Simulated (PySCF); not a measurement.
**disiloxane (Si₂H₆O): a tour of settings**

Aim: see how disiloxane (Si₂H₆O) (`[SiH3]O[SiH3]`) answers to the choice of functional, basis, grid and SCF options, and what happens with inputs that are wrong on purpose.

Computed with PySCF 2.14.0, with density-fitted response routines of our own, on a single molecule in the gas phase. Atoms count from 0, in the outputs and in this text.

**1. Starting geometry**

9 atoms, charge 0, multiplicity 1; geometry from: GFN2-xTB.

Bonds of the start (Å): Si0–O1 1.62, O1–Si2 1.62, Si0–H3 1.46, Si0–H4 1.46, Si0–H5 1.46, Si2–H6 1.46, Si2–H7 1.46, Si2–H8 1.46.

**2. Nuclear shieldings: PBE0/pcSseg-1**

What the job is given:

```
{"job": {"kind": "nmr", "xc": "PBE0", "basis": "pcSseg-1"}, "charge": 0, "multiplicity": 1}
Si    -1.592559    -0.217384     0.079980
O      0.020394    -0.105055     0.090803
Si     1.597316     0.209598    -0.077850
H     -2.121871     1.023532    -0.484002
H     -1.924369    -1.373643    -0.750796
H     -1.988900    -0.399895     1.474265
H      2.256533    -1.089486    -0.192186
H      1.759147     1.017997    -1.285234
H      2.007870     0.940329     1.119841
```

With the program's defaults for keys left out, this is: GIAO PBE0/pcSseg-1 NMR shielding, non-relativistic, gas phase.

Command:

```bash
$ OMP_NUM_THREADS=1 python probes_run.py task.json out
```

The driver reads the jobs from task.json and runs them one after another.

Output:

```text
coarse grid: 8056 points
cycle   1  E = -657.3848545241  dE =  1.002e-01  |g| = 7.480e-01  |ddm| = 2.629e+00
cycle   2  E = -657.1935511318  dE =  1.913e-01  |g| = 1.246e+00  |ddm| = 1.512e+00
cycle   3  E = -657.4800661418  dE = -2.865e-01  |g| = 5.588e-02  |ddm| = 1.100e+00
cycle   4  E = -657.4806831309  dE = -6.170e-04  |g| = 1.432e-02  |ddm| = 6.658e-02
cycle   5  E = -657.4807150259  dE = -3.189e-05  |g| = 8.179e-04  |ddm| = 1.561e-02
cycle   6  E = -657.4807152183  dE = -1.924e-07  |g| = 1.317e-04  |ddm| = 1.439e-03
final grid: 67296 points
cycle   7  E = -657.5071094093  dE = -3.164e-06  |g| = 6.258e-03  |ddm| = 7.800e-03
cycle   8  E = -657.5070999355  dE =  9.474e-06  |g| = 9.675e-03  |ddm| = 9.682e-03
cycle   9  E = -657.5071155963  dE = -1.566e-05  |g| = 2.547e-04  |ddm| = 6.201e-03
cycle  10  E = -657.5071156077  dE = -1.146e-08  |g| = 2.538e-05  |ddm| = 2.523e-04
cycle  11  E = -657.5071156078  dE = -1.090e-10  |g| = 4.734e-06  |ddm| = 3.246e-05
converged SCF energy = -657.5071156078

GIAO shielding tensors (ppm)
atom      isotropic    diamagn.    paramagn.     s11        s22        s33       span
  0 Si     392.594     879.428    -486.834    356.572    358.501    462.709    106.136
  1 O      348.926     396.783     -47.857    248.885    396.937    400.955    152.070
  2 Si     392.600     879.431    -486.830    356.391    358.716    462.694    106.303
  3 H       26.587      29.359      -2.772     23.360     25.123     31.278      7.918
  4 H       26.587      29.226      -2.639     23.280     25.091     31.391      8.111
  5 H       26.588      29.183      -2.595     23.268     25.088     31.407      8.139
  6 H       26.585      29.174      -2.589     23.272     25.084     31.399      8.127
  7 H       26.588      29.366      -2.777     23.353     25.126     31.286      7.934
  8 H       26.589      29.227      -2.638     23.284     25.092     31.391      8.107
```

Wall time 12 s (1 thread, shared host).

The references, computed at this level on geometries of the same kind, shield at (ppm): ¹H TMS 31.72, ²⁹Si TMS 349.2, ¹⁷O H2O 336.1. Their shielding less the atom's gives the shift. The references are single molecules in the gas phase, so shifts against H2O, NH3, PH3, H3PO4 or CFCl3 are not on the usual liquid scales and can be off by tens of ppm. Atoms listed in one row are averaged.

```tsv
atoms	environment	σ (ppm)	δ (ppm)
H3, H4, H5, H6, H7, H8	hydrogen on a silicon bonded to O	26.59	5.13
Si0, Si2	silicon bonded to O, 3 H	392.6	-43.4
O1	oxygen bonded to 2 Si	348.9	-12.8
```

The run also stored atomic charges by several schemes (e):

```tsv
atoms	Mulliken	IAO	Hirshfeld	ESP fit
Si0, Si2	0.74	0.90	0.40	0.61
O1	-0.71	-0.90	-0.31	-0.44
```

Mayer bond orders: Si0–O1 0.94, O1–Si2 0.94.

The fields below are evaluated on a grid from the run's orbitals.

Frontier orbitals at PBE0/pcSseg-1, with the share of their density that lies nearest to each atom:

```tsv
orbital	energy (eV)	lies on
HOMO	-8.51	O1 39 %; H4, H8 about 17 % each; H5, H6 about 9 % each
LUMO	0.11	O1 16 %; Si0, Si2 about 11 % each; 6 H atoms about 10 % each
```

ELF in a plane through or near 5 of the atoms.

Ten even steps from ' ' (0.00) to '@' (1.00):
```
                                                        
                                                        
                                                        
          ::++##%%##::                                  
        ..##@@@@@@@@**..                                
      ..++@@@@@@@@@@%%..            ....::..            
      ..##@@@@@@@@@@##..  ..::    ..==++++--::          
      ..==@@@@@@@@@@++::::****--::::++####++--          
        ..++##**--::..--##%%%%##--  ....==++--          
          ......##%%----%%==::%%--::##**  ::..          
          ..::..####----%%==::%%--::##**  ....          
        ..==##++::..  ==##%%%%##--....::**##++..        
        ..**%%@@@@##::::--****::::++@@@@@@@@@@==        
        ..**%%@@@@%%::    ::..  ..##@@@@@@@@@@##::      
          ==**####**..          ..%%@@@@@@@@@@**..      
            ..----::            ::##@@@@@@@@%%::        
                                  ==%%@@@@##==          
                                      ....              
                                                        
                                                        
```
The map spans 9.4 Å across and 8.0 Å up, centred on the molecule. Atoms in the plane (x, y in Å): Si0 (1.6, 0.0), O1 (0.0, 0.0), Si2 (-1.6, 0.0), H4 (2.1, -1.4), H8 (-2.1, 1.3).

On the surface of density 0.002 e/bohr³ the electrostatic potential runs, from the 1st to the 99th percentile, from -0.31 V near O1 to 1.54 V near Si2.

**3. Excited states and response: PBE0/def2-SVPD**

Settings changed since step 2:

```diff
@@ -1,2 +1,2 @@
-{"job": {"kind": "nmr", "xc": "PBE0", "basis": "pcSseg-1"}, "charge": 0, "multiplicity": 1}
+{"job": {"kind": "uv", "xc": "PBE0", "basis": "def2-SVPD", "nstates": 6, "ntriplets": 2}, "charge": 0, "multiplicity": 1}
 Si    -1.592559    -0.217384     0.079980
```

Method: TDDFT PBE0/def2-SVPD, vertical, gas phase, core orbitals frozen in the response.

Output:

```text
coarse grid: 8056 points
cycle   1  E = -657.1199294076  dE =  8.986e-02  |g| = 6.998e-01  |ddm| = 3.123e+00
cycle   2  E = -656.9207295040  dE =  1.992e-01  |g| = 1.218e+00  |ddm| = 1.714e+00
cycle   3  E = -657.2106763759  dE = -2.899e-01  |g| = 4.467e-02  |ddm| = 1.086e+00
cycle   4  E = -657.2111650821  dE = -4.887e-04  |g| = 1.070e-02  |ddm| = 1.248e-01
cycle   5  E = -657.2112023775  dE = -3.730e-05  |g| = 5.133e-04  |ddm| = 2.172e-02
cycle   6  E = -657.2112024917  dE = -1.142e-07  |g| = 1.328e-04  |ddm| = 1.738e-03
final grid: 67296 points
cycle   7  E = -657.2979569352  dE = -2.426e-06  |g| = 5.705e-03  |ddm| = 4.362e-02
cycle   8  E = -657.2979470322  dE =  9.903e-06  |g| = 9.240e-03  |ddm| = 1.176e-02
cycle   9  E = -657.2979628438  dE = -1.581e-05  |g| = 1.138e-04  |ddm| = 7.624e-03
cycle  10  E = -657.2979628484  dE = -4.640e-09  |g| = 2.223e-05  |ddm| = 3.095e-04
cycle  11  E = -657.2979628486  dE = -1.595e-10  |g| = 3.643e-06  |ddm| = 5.642e-05
converged SCF energy = -657.2979628486

Static polarisability (au): isotropic 56.013, principal 53.009 53.086 61.944

Singlet excitations
state   eV       nm        f      main configurations
  1   6.9498    178.4   0.00351   H->L 0.98
  2   6.9895    177.4   0.00319   H-1->L 0.98
  3   8.1336    152.4   0.00001   H->L+2 0.61, H-3->L 0.29
  4   8.1455    152.2   0.00291   H-1->L+2 0.54, H-2->L 0.33
  5   8.1653    151.8   0.08535   H->L+1 0.94
  6   8.1970    151.3   0.07745   H-1->L+1 0.97

Triplet excitations (Tamm-Dancoff, eV): 6.6285 6.6615
```

It took 13 s on 1 thread, shared host.

Frontier orbitals and where they lie:

```tsv
orbital	eV	atoms
HOMO−3	-9.94	Si2 21 %, Si0 21 %, H4 16 %
HOMO−2	-9.92	Si0 21 %, Si2 21 %, H7 15 %
HOMO−1	-8.57	O1 36 %, Si0 14 %, Si2 14 %
HOMO	-8.53	O1 36 %, Si2 14 %, Si0 14 %
LUMO	-0.17	Si2 24 %, Si0 24 %, O1 11 %
LUMO+1	0.71	Si0 30 %, Si2 30 %, H8 6 %
LUMO+2	0.98	Si2 30 %, Si0 30 %, H3 6 %
```

With each of the 6 states as a Gaussian band of 0.4 eV half-width at 1/e, the curve within the window shown has maxima at 178 nm (ε 270), 152 nm (ε 6,700) L/(mol cm). Beyond the last state computed it falls off for lack of states. The curve at chosen wavelengths:

```json
{"nm": "146", "ε (L/mol/cm)": "3579"}
{"nm": "148", "ε (L/mol/cm)": "5191"}
{"nm": "150", "ε (L/mol/cm)": "6365"}
{"nm": "152", "ε (L/mol/cm)": "6685"}
{"nm": "154", "ε (L/mol/cm)": "6083"}
{"nm": "156", "ε (L/mol/cm)": "4850"}
{"nm": "158", "ε (L/mol/cm)": "3423"}
{"nm": "160", "ε (L/mol/cm)": "2161"}
{"nm": "162", "ε (L/mol/cm)": "1238"}
{"nm": "164", "ε (L/mol/cm)": "661"}
{"nm": "166", "ε (L/mol/cm)": "353"}
{"nm": "168", "ε (L/mol/cm)": "222"}
{"nm": "170", "ε (L/mol/cm)": "191"}
{"nm": "171", "ε (L/mol/cm)": "195"}
{"nm": "173", "ε (L/mol/cm)": "222"}
{"nm": "175", "ε (L/mol/cm)": "252"}
{"nm": "177", "ε (L/mol/cm)": "269"}
{"nm": "179", "ε (L/mol/cm)": "268"}
{"nm": "181", "ε (L/mol/cm)": "249"}
{"nm": "183", "ε (L/mol/cm)": "216"}
{"nm": "185", "ε (L/mol/cm)": "176"}
{"nm": "187", "ε (L/mol/cm)": "134"}
{"nm": "189", "ε (L/mol/cm)": "97"}
{"nm": "191", "ε (L/mol/cm)": "67"}
{"nm": "193", "ε (L/mol/cm)": "44"}
{"nm": "195", "ε (L/mol/cm)": "27"}
```

Leading natural transition orbitals of singlet state 5: the hole lies on O1 39 %; H4, H8 about 17 % each; H5, H6 about 8 % each; the particle on 6 H atoms about 15 % each.

Leading natural transition orbitals of singlet state 1: the hole lies on O1 41 %; H4, H8 about 17 % each; H5, H6 about 8 % each; the particle on O1 14 %; 6 H atoms about 11 % each; Si0, Si2 about 9 % each.

Further results of this job:

```tsv
property	computed
dipole moment (D)	0.14
polarisability (Å³)	8.30
HOMO–LUMO gap (eV)	8.35
−ε(HOMO) (eV)	8.53
```

**4. Spin-spin couplings: PBE0/pcSseg-0**

Settings changed since step 3:

```diff
@@ -1,2 +1,2 @@
-{"job": {"kind": "uv", "xc": "PBE0", "basis": "def2-SVPD", "nstates": 6, "ntriplets": 2}, "charge": 0, "multiplicity": 1}
+{"job": {"kind": "j", "xc": "PBE0", "basis": "pcSseg-0", "scf": {"aux": "def2-universal-jkfit", "conv": 1e-08}}, "charge": 0, "multiplicity": 1}
 Si    -1.592559    -0.217384     0.079980
```

Method: PBE0/pcSseg-0 indirect spin-spin coupling, non-relativistic, gas phase.

Output:

```text
final grid: 67296 points
cycle   1  E = -656.5393455919  dE =  1.126e-01  |g| = 7.412e-01  |ddm| = 2.748e+00
cycle   2  E = -656.3505894799  dE =  1.888e-01  |g| = 1.226e+00  |ddm| = 2.163e+00
cycle   3  E = -656.6356142244  dE = -2.850e-01  |g| = 6.982e-02  |ddm| = 1.601e+00
cycle   4  E = -656.6368365087  dE = -1.222e-03  |g| = 1.673e-02  |ddm| = 1.364e-01
cycle   5  E = -656.6369199284  dE = -8.342e-05  |g| = 5.694e-04  |ddm| = 2.686e-02
cycle   6  E = -656.6369200526  dE = -1.242e-07  |g| = 1.306e-04  |ddm| = 1.575e-03
cycle   7  E = -656.6369200571  dE = -4.544e-09  |g| = 1.123e-05  |ddm| = 1.977e-04
converged SCF energy = -656.6369200571

Indirect spin-spin couplings (Hz)
  i      j    bonds     total        FC       PSO       DSO        SD
  0 Si   1 O    1     -4.112     1.508    -5.645     0.063    -0.038
  0 Si   2 Si   2     -4.762    -4.633    -0.544    -0.075     0.490
  0 Si   3 H    1   -269.713  -270.688     0.928    -0.307     0.354
  0 Si   4 H    1   -277.514  -278.485     0.922    -0.306     0.355
  0 Si   5 H    1   -281.501  -282.468     0.918    -0.306     0.355
  0 Si   6 H    3     -1.154    -1.219    -0.132     0.258    -0.061
  0 Si   7 H    3      0.780     0.718    -0.105     0.203    -0.036
  0 Si   8 H    3     -0.297    -0.366    -0.122     0.242    -0.052
  1 O    2 Si   1     -4.082     1.538    -5.646     0.063    -0.037
  1 O    3 H    2     -6.898    -6.991    -0.052     0.112     0.032
  1 O    4 H    2     -9.101    -9.177    -0.058     0.100     0.034
  1 O    5 H    2     -9.994   -10.064    -0.055     0.092     0.034
  1 O    6 H    2     -9.940   -10.011    -0.057     0.093     0.034
  1 O    7 H    2     -6.906    -7.000    -0.049     0.110     0.032
  1 O    8 H    2     -9.135    -9.209    -0.059     0.100     0.034
  2 Si   3 H    3      0.779     0.716    -0.105     0.204    -0.036
  2 Si   4 H    3     -0.262    -0.330    -0.121     0.241    -0.052
  2 Si   5 H    3     -1.184    -1.248    -0.132     0.258    -0.062
  2 Si   6 H    1   -281.654  -282.623     0.920    -0.306     0.355
  2 Si   7 H    1   -269.445  -270.417     0.926    -0.308     0.354
  2 Si   8 H    1   -277.617  -278.589     0.923    -0.306     0.354
  3 H    4 H    2      4.476     6.269     0.206    -2.076     0.077
  3 H    5 H    2      4.158     5.983     0.211    -2.111     0.075
  3 H    6 H    4     -0.442     0.746     0.257    -1.447     0.002
  3 H    7 H    4      0.311     0.348     0.000    -0.045     0.008
  3 H    8 H    4     -0.798    -0.188     0.131    -0.745     0.004
  4 H    5 H    2      4.064     5.921     0.217    -2.147     0.073
  4 H    7 H    4     -0.795    -0.187     0.131    -0.742     0.004
  4 H    8 H    4     -0.353     0.873     0.268    -1.496     0.002
  5 H    6 H    4     -0.975    -0.210     0.171    -0.939     0.003
  5 H    7 H    4     -0.445     0.743     0.258    -1.448     0.002
  6 H    7 H    2      4.183     6.012     0.211    -2.116     0.075
  6 H    8 H    2      4.128     5.983     0.217    -2.146     0.073
  7 H    8 H    2      4.409     6.199     0.206    -2.073     0.077
```

Wall time 7.7 s (1 thread, shared host).

This basis has no tight s functions, so the Fermi-contact terms are rough.

Couplings of 1 Hz or more, nine at most for each number of bonds, with means over like pairs (isotopes 1H, 17O, 29Si):

```tsv
pair	bonds	J (Hz)	Fermi contact (Hz)
Si0–H3	1	-276.2	-277.2
Si0–O1	1	-4.1	1.5
O1–H3	2	-8.7	-8.7
Si0–Si2	2	-4.8	-4.6
H3–H4	2	4.2	6.1
```

Quadrupole couplings from the field gradients of the same density:

```tsv
atom	isotope	eQq/h (MHz)	η
O1	17O	-10.1	0.03
```

Joined with the shifts from before (PBE0/pcSseg-1, unscaled), the couplings predict the line list below for 600 MHz.

¹H NMR δ 5.13 (s, 6H).

**5. NMR shieldings: B97-2/Sadlej pVTZ**

Settings changed since step 4:

```diff
@@ -1,2 +1,2 @@
-{"job": {"kind": "j", "xc": "PBE0", "basis": "pcSseg-0", "scf": {"aux": "def2-universal-jkfit", "conv": 1e-08}}, "charge": 0, "multiplicity": 1}
+{"job": {"kind": "nmr", "xc": "B97-2", "basis": "Sadlej pVTZ", "pop": true, "scf": {"guess": "vsap", "conv": 1e-07}}, "charge": 0, "multiplicity": 1}
 Si    -1.592559    -0.217384     0.079980
```

Method: GIAO B97-2/Sadlej pVTZ NMR shielding, non-relativistic, gas phase.

Output:

```text
final grid: 67296 points
cycle   1  E = -650.0878219747  dE =  7.000e+00  |g| = 3.671e+00  |ddm| = 1.573e+02
cycle   2  E = -637.4358853728  dE =  1.265e+01  |g| = 8.280e+00  |ddm| = 1.644e+02
cycle   3  E = -654.0296506720  dE = -1.659e+01  |g| = 3.821e+00  |ddm| = 4.734e+01
cycle   4  E = -656.7143767742  dE = -2.685e+00  |g| = 2.131e+00  |ddm| = 6.089e+00
cycle   5  E = -657.8543644411  dE = -1.140e+00  |g| = 2.797e-01  |ddm| = 3.328e+00
cycle   6  E = -657.8783391473  dE = -2.397e-02  |g| = 1.005e-01  |ddm| = 1.227e+00
cycle   7  E = -657.8803582609  dE = -2.019e-03  |g| = 1.084e-02  |ddm| = 1.743e-01
cycle   8  E = -657.8803796750  dE = -2.141e-05  |g| = 1.389e-03  |ddm| = 1.652e-02
cycle   9  E = -657.8803803121  dE = -6.371e-07  |g| = 5.196e-04  |ddm| = 4.319e-03
cycle  10  E = -657.8803803679  dE = -5.578e-08  |g| = 6.660e-05  |ddm| = 9.578e-04
converged SCF energy = -657.8803803679

GIAO shielding tensors (ppm)
atom      isotropic    diamagn.    paramagn.     s11        s22        s33       span
  0 Si     407.169     906.104    -498.934    373.897    376.745    470.865     96.968
  1 O      354.002     301.857      52.144    265.496    395.686    400.823    135.327
  2 Si     407.171     906.093    -498.922    373.723    376.941    470.849     97.126
  3 H       26.798      36.647      -9.849     23.376     25.421     31.597      8.221
  4 H       26.808      36.608      -9.800     23.322     25.410     31.693      8.371
  5 H       26.816      36.703      -9.887     23.284     25.452     31.711      8.427
  6 H       26.812      36.669      -9.857     23.287     25.446     31.703      8.416
  7 H       26.800      36.645      -9.845     23.369     25.426     31.607      8.238
  8 H       26.810      36.614      -9.804     23.326     25.411     31.693      8.367
```

It took 18 s on 1 thread, shared host.

In short: δ Si0 -52.1, O1 -18.2, H3 5.39 ppm (means over like atoms).

**6. NMR shieldings: PBE0/pcSseg-1**

Settings changed since step 5:

```diff
@@ -1,2 +1,2 @@
-{"job": {"kind": "nmr", "xc": "B97-2", "basis": "Sadlej pVTZ", "pop": true, "scf": {"guess": "vsap", "conv": 1e-07}}, "charge": 0, "multiplicity": 1}
+{"job": {"kind": "nmr", "xc": "PBE0", "basis": "pcSseg-1", "pop": true, "scf": {"max_cycle": 5}}, "charge": 0, "multiplicity": 1}
 Si    -1.592559    -0.217384     0.079980
```

Method: GIAO PBE0/pcSseg-1 NMR shielding, non-relativistic, gas phase.

Output:

```text
final grid: 67296 points
cycle   1  E = -657.4097434172  dE =  1.018e-01  |g| = 7.547e-01  |ddm| = 2.628e+00
cycle   2  E = -657.2148885105  dE =  1.949e-01  |g| = 1.255e+00  |ddm| = 1.527e+00
cycle   3  E = -657.5064403009  dE = -2.916e-01  |g| = 5.690e-02  |ddm| = 1.114e+00
cycle   4  E = -657.5070828248  dE = -6.425e-04  |g| = 1.449e-02  |ddm| = 6.786e-02
cycle   5  E = -657.5071153936  dE = -3.257e-05  |g| = 8.635e-04  |ddm| = 1.575e-02
SCF not converged, last energy = -657.5071153936
```

It took 2.4 s on 1 thread, shared host.

**What went wrong.** The cap of 5 cycles ended the SCF at a gradient of 8.6e-04. The remedy is to raise the cap. Numbers printed on the way are no properties of the molecule.

**7. Run by run: NMR shifts**

Shifts (ppm), means over like atoms, with basis size and wall time:

```tsv
run	H3	Si0	O1	functions	time
PBE0/pcSseg-1	5.13	-43.4	-12.8	95	12 s
B97-2/Sadlej pVTZ	5.39	-52.1	-18.2	142	18 s
```

**8. Outcome**

| quantity | value |
| --- | --- |
| ¹H shifts against TMS (PBE0/pcSseg-1, means over atoms taken as alike) | 5.13 ppm |
| ²⁹Si shifts against TMS (PBE0/pcSseg-1, means over atoms taken as alike) | -43.4 ppm |
| ¹⁷O shifts against H2O (PBE0/pcSseg-1) | -12.8 ppm |
| surface potential, 1st and 99th percentile | -0.31 V and 1.54 V |
| lowest singlet (PBE0/def2-SVPD) | 6.95 eV (178 nm), f = 0.004 |
| brightest single state of those computed | state 5, 8.17 eV, f = 0.085 |
| lowest triplet | 6.63 eV |
| largest coupling of the table (PBE0/pcSseg-0) | ¹J(Si,H) Si0–H3, -276.2 Hz |
| range of the shift of Si0 | -52.1 to -43.4 ppm |
| property runs in this session | 5, of which 1 failed and 0 gave unsound results |

What this shows: Single values in the summary come from the first run of each kind that ended normally (PBE0/pcSseg-1; PBE0/def2-SVPD; PBE0/pcSseg-0), which need not be the best level. At PBE0/pcSseg-1: The largest span, 152 ppm, is at O1, where the paramagnetic term is -48 ppm. The first singlet state (HOMO→LUMO 0.98) lies at 6.95 eV and is weak; of the 6 states computed, the strongest absorption comes from state 5 at 8.17 eV (the last state computed is bright too, and its partners may lie past the list). The lowest triplet lies 0.32 eV below the lowest singlet (triplets in Tamm-Dancoff, singlets in full TDDFT). In the run at PBE0/pcSseg-0, the largest coupling of the table is Si0–H3 (mean over like pairs), -276.2 Hz, of which the Fermi-contact term gives -277.2 Hz. Across the 2 runs the shift of Si0 (with its like atoms) moves most, between -52.1 (B97-2/Sadlej pVTZ) and -43.4 ppm (PBE0/pcSseg-1). Couplings from bases without tight functions are rough.
